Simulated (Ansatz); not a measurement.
For Au (model structure, started from the omega type, P6/mmm, No. 191, 3 atoms in the cell), PBEsol (Ansatz, a quantum-chemistry and plane-wave program, plane waves, PAW) gives:

- equilibrium lattice constant a: 4.661 Å
- lattice parameter c: 2.768 Å

### Question
What does PBE-D3(BJ) (Ansatz, plane waves, PAW) give for the same quantities?

### Answer

- lattice constant a: 4.685 Å (goes up by 0.5 %)
- lattice parameter c: 2.782 Å (rises by 0.5 %)

Changes are worked out from the printed values.

Unless a cell is named, each level is at its own relaxed cell (PBEsol 17.36, PBE-D3(BJ) 17.62 Å³/atom).

Levels without +SOC leave out spin–orbit coupling, which shifts energies and cells of such heavy elements.

Ansatz's density-functional and Hartree–Fock values are scalar-relativistic unless marked +SOC, with PAW data made under PBE.

A model structure was made by putting elements into a prototype or built by hand; it is no filed structure, need not be a known phase, and can be a saddle point held by its symmetry.
